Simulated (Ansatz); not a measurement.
Process, species as SMILES: C=C=O → 2 C atom + 2 H atom + O atom
B3LYP-D3(BJ)/def2-TZVP geometries, fixed; electronic energies without zero-point terms.

Basis-set convergence of the atomisation energy at CCSD(T) with Ansatz (a first-principles code). Cartesian d functions, on some or all atoms, in 6-31+G*; all else is spherical. Cores are frozen. Open shells are unrestricted. No added dispersion term, no relativity. Functions are those of the species that has most. Reference: Hartree-Fock in aug-cc-pVQZ plus the correlation part extrapolated as X^-3 from aug-cc-pVTZ and aug-cc-pVQZ, 530.97 kcal/mol, itself unsure by roughly 1.92 kcal/mol (a third of the extrapolation step and of the last Hartree-Fock step). Deviations are taken from unrounded values.

| basis | functions | atomisation energy (kcal/mol) | minus reference (kcal/mol) |
|---|---|---|---|
| 3-21G | 31 | 453.01 | -77.96 |
| 6-31G | 31 | 442.90 | -88.07 |
| cc-pVDZ | 52 | 488.97 | -42.00 |
| 6-31+G* | 61 | 485.67 | -45.30 |
| cc-pVTZ | 118 | 516.45 | -14.51 |
| pcseg-2 | 118 | 519.15 | -11.81 |
| def2-TZVPP | 121 | 517.22 | -13.75 |
| def2-TZVPD | 132 | 514.29 | -16.68 |
| jun-cc-pV(T+d)Z | 145 | 516.67 | -14.30 |
| def2-TZVPPD | 148 | 517.47 | -13.49 |
| 6-311++G(3df,3pd) | 153 | 521.13 | -9.84 |
| aug-cc-pVTZ | 184 | 518.69 | -12.28 |
| aug-pcseg-2 | 184 | 520.71 | -10.26 |
